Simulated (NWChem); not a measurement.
**A convergence study on CH5Si (SMILES [CH2][SiH3])**

CH5Si has 7 atoms, charge 0, and is taken as a doublet. As SMILES, `[CH2][SiH3]`. The coordinates come from a PBE0-D4/def2-TZVP relaxation.

```xyz
7

C    -0.1726   -1.1030    0.0474
Si    0.1323    0.7098   -0.0290
H    -1.1390   -1.5222    0.3085
H     0.5883   -1.8348   -0.2038
H    -0.1912    1.2566   -1.3791
H    -0.7197    1.4201    0.9618
H     1.5631    1.0056    0.2485
```

Program: NWChem 7.3.0. Method: UTPSSh. Swept: basis set. Watched: the dipole moment. Each run: energy and properties. Hardware: 1 thread of Intel Xeon Platinum 8488C (Sapphire Rapids), shared host.

The last row is the best point of the sweep, not the limit.

| basis set | basis functions | value (D) | from the best (D) | wall time |
| --- | --- | --- | --- | --- |
| 6-31G* | 42 | 0.7763 | +0.1206 | 9.3 s |
| 6-31+G* | 50 | 0.6832 | +0.0274 | 9.3 s |
| 6-31++G** | 70 | 0.6473 | -0.0084 | 16 s |
| 6-311+G** | 82 | 0.6082 | -0.0475 | 19 s |
| 6-311++G(2d,2p) | 112 | 0.6557 | 0.0000 | 31 s |

Over the sweep the value spans 0.1682 D.
